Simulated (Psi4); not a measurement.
Process, species as SMILES: O=CO + 3 [H][H] (H2) → C (CH4) + 2 O (H2O)
B3LYP-D3(BJ)/def2-TZVP geometries, fixed; electronic energies without zero-point terms.

Effect of the treatment of two-electron integrals at PBE/def2-TZVP with Psi4, against the last row, where the energy of full hydrogenation is -46.02 kcal/mol. Species with rotatable bonds are taken in one conformer.

```
setting       largest shift of a total energy (mEh)  shift of the energy of full hydrogenation (kcal/mol)
------------  -------------------------------------  ----------------------------------------------------
scf_type: df                                 -0.069                                                -0.001
scf_type: cd                                 -0.075                                                 0.016
scf_type: pk                                  0.000                                                 0.000
```

Within 0.02 kcal/mol in the energy of full hydrogenation: scf_type: df; scf_type: cd. The largest shift is 0.075 mEh in a total energy and 0.016 kcal/mol in the difference.
